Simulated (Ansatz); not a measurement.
Process, species as SMILES: C#CC + 4 [H][H] (H2) → 3 C (CH4)
B3LYP-D3(BJ)/def2-TZVP geometries, fixed; electronic energies without zero-point terms.

Basis-set convergence of the energy of full hydrogenation at HF with Ansatz (an electronic-structure program). All functions are spherical. No added dispersion term, no relativity. Functions are those of the species that has most. Reference: the value in def2-QZVPPD, -124.63 kcal/mol, itself unsure by roughly 0.09 kcal/mol (its mean distance from pcseg-3, def2-QZVPP, cc-pVQZ). Deviations are taken from unrounded values.

```
basis        functions  energy of full hydrogenation (kcal/mol)  minus reference (kcal/mol)
-----------  ---------  ---------------------------------------  --------------------------
pcseg-0             35                                  -133.20                       -8.57
def2-SV(P)          50                                  -127.70                       -3.08
def2-SVP            62                                  -132.07                       -7.45
pcseg-1             62                                  -129.49                       -4.86
aug-pcseg-1        105                                  -128.82                       -4.19
def2-TZVP          117                                  -124.36                        0.27
pcseg-2            146                                  -125.34                       -0.71
def2-TZVPP         149                                  -124.98                       -0.35
aug-pcseg-2        230                                  -125.10                       -0.47
def2-QZVPP         291                                  -124.65                       -0.02
pcseg-3            312                                  -124.79                       -0.16
```

The smallest set listed that lies within 2 kcal/mol of the reference with all its larger relatives (same family, alike in diffuse functions; a set with none counts only in the reference's own line) is def2-TZVP (117 functions, 0.27 kcal/mol off). Inside, with no larger relative to test it: aug-pcseg-2.
